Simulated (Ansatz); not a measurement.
```yaml
crystal:
  periodic: [false, false, false]
  atoms:
    - {symbol: Al, position_ang: [0.000000, 0.000000, -0.089178]}
    - {symbol: C, position_ang: [0.000000, 0.000000, 1.764083]}
    - {symbol: H, position_ang: [0.000000, 0.000000, -1.674904]}
basis:
  gaussian: {orbitals: def2-TZVP}
magnetization: {spin_polarized: true, initial_magnetization: 2}
hamiltonian: {xc: pbe0}
relax: {f_tol: 0.004, max_steps: 80}
```

```sh
$ ansatz run in.yaml --threads 1 --pin off --events-out ev --progress --plain --max-ram 2176MiB
```

Steps of the relaxation (energy above the last step; positions in Å, forces in eV/Å):

```
3
step 1, 36.6 meV
Al    0.000    0.000   -0.089    0.000    0.000   -1.000
C     0.000    0.000    1.764    0.000    0.000    1.179
H     0.000    0.000   -1.675    0.000    0.000   -0.178
```

```
3
step 2, 7.7 meV
Al    0.000    0.000   -0.096    0.000    0.000   -0.479
C     0.000    0.000    1.790    0.000    0.000    0.522
H     0.000    0.000   -1.693    0.000    0.000   -0.042
```

```
3
step 3, 0.0 meV
Al    0.000    0.000   -0.106    0.000    0.000    0.042
C     0.000    0.000    1.811    0.000    0.000   -0.012
H     0.000    0.000   -1.705    0.000    0.000   -0.031
```

```
3
step 5, 0.0 meV
Al    0.000    0.000   -0.105    0.000    0.000    0.000
C     0.000    0.000    1.811    0.000    0.000    0.000
H     0.000    0.000   -1.706    0.000    0.000    0.000
```

Close pairs at the end: Al1–H3 1.601 Å, Al1–C2 1.916 Å.

A stationary point of unrestricted PBE0 after 5 steps, with ⟨S²⟩ = 2.006 against 2.00 for a pure state; no frequencies were run, so it isn't proven a minimum. 10 s on 1 thread of Arm Neoverse V2, shared host.
